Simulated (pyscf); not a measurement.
H₃C–CH₂–CH₂–OH (SMILES CCCO) → H₃C–CH₃ (SMILES CC) + H₂C=O (SMILES C=O), an elimination (singlet surface; C–C, H–O broken, C–H formed). Optimised with ωB97X-D3(BJ)/def2-SVP in PySCF. MP2 and CC: frozen core, UHF for open shells. ΔMP2 is the change of the MP2 total energy from the triple- to the quadruple-zeta basis. Energies in kcal/mol from the reactant's lowest minimum found.

Small-basis levels: PySCF, no dispersion term, spherical d functions. GFN2-xTB: tblite. Cost: rough CPU time at the saddle relative to B3LYP/6-31G*, from one job on a shared machine.

| level | barrier | reaction energy | cost |
|---|---|---|---|
| MP2/6-31G* | 98.7 | +13.0 | 0.07 |
| PBE/6-31G* | 84.0 | +13.9 | 1 |
| B3LYP/LANL2DZ | 100.3 | +17.2 | 0.8 |
| M06-2X/6-31G* | 96.2 | +17.6 | 2 |
| B3LYP/6-311+G** | 90.2 | +13.1 | 2 |
| PBE/def2-SVP | 82.7 | +16.8 | 2 |
| GFN2-xTB | 95.8 | +29.4 | under 0.02 |
| CCSD(T)/def2-TZVPP + ΔMP2(QZVPP) | 93.2 | +18.1 | – |

Against the last row the barrier runs from -10.5 (PBE/def2-SVP) to +7.1 kcal/mol (B3LYP/LANL2DZ); GFN2-xTB happens to lie closest here (2.6 kcal/mol apart). CCSD(T)/def2-TZVPP + ΔMP2(QZVPP) has limits of its own. At the saddle there is also a short C–H contact that neither side keeps. This is the saddle that the search found; another between the same sides may lie lower. The CCSD(T) − MP2 part came from Ansatz, without density fitting, on the same reference.
